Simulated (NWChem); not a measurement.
Species: NO cation

Computed with NWChem. Pople sets run with spherical d functions. STO-3G and 3-21G are far too small for this property and stand as cheap habits. Structure relaxed at the B3LYP/6-31G* (spherical d) level. Vertical excitations in the gas phase; the lowest state need not have the same character in each row.

```
level                 basis functions  lowest excitation, singlet (eV)  oscillator strength of that lowest state  orbital gap (eV)
--------------------  ---------------  -------------------------------  ----------------------------------------  ----------------
PBE/3-21G, TDA                     18                             9.47                                     0.017              7.95
PBE/6-31G*, TDA                    28                             9.85                                     0.017              8.42
PBE/6-31+G*, TDA                   36                             9.84                                     0.017              8.42
PBE/def2-SVP, TDA                  28                             9.76                                     0.020              8.29
PBE/def2-SVPD, TDA                 43                             9.77                                     0.018              8.31
PBE/def2-TZVP, TDA                 62                             9.85                                     0.017              8.45
PBE/aug-cc-pVDZ, TDA               46                             9.86                                     0.017              8.44
PBE/def2-TZVPD, TDA                77                             9.85                                     0.016              8.45
```
